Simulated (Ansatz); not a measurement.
Input file:

```yaml
crystal:
  periodic: [false, false, false]
  atoms:
    - {symbol: P, position_ang: [-0.031349, -0.073548, 1.077042]}
    - {symbol: P, position_ang: [-0.031350, 0.073548, -1.077042]}
    - {symbol: H, position_ang: [0.963360, 0.931093, 1.276164]}
    - {symbol: H, position_ang: [0.963376, -0.931077, -1.276164]}
basis:
  gaussian: {orbitals: cc-pVTZ}
total_charge: 1
magnetization: {spin_polarized: true, initial_magnetization: 3}
hamiltonian: {xc: {name: B3LYP}}
```

```sh
$ ansatz run in.yaml --threads 2 --pin off --events-out ev --progress --plain --max-ram 24576MiB --backend cuda --devices 0, --max-vram 18GiB
```

The program prints:

```
656 factors; their error is unknown
mean field evaluation 1: about -18598.5320 eV, gradient 1.4e1 eV
mean field evaluation 2: about -18599.0715 eV, gradient 1.1e1 eV
mean field evaluation 4: about -18599.9049 eV, gradient 3.3e-1 eV
mean field evaluation 8: about -18600.0320 eV, gradient 1.6e-2 eV
mean field -18600.03198186 eV, -683.5385677789 hartree, gradient 6.9e-5 eV, S^2 3.760018; 0 other end points of the search recorded, 0 dependent functions left out
reference -18600.03218038 eV, -683.5385750743 hartree; 17, 14 occupied and 79, 82 virtual orbitals, 656 factors
Total energy: -18600.03218038 eV, -683.5385750743 hartree
```

Ran on 2 threads of AMD EPYC 7R13 with a shared H100 80 GB, shared host: 1.7 s wall, 0.79 GiB peak host memory.
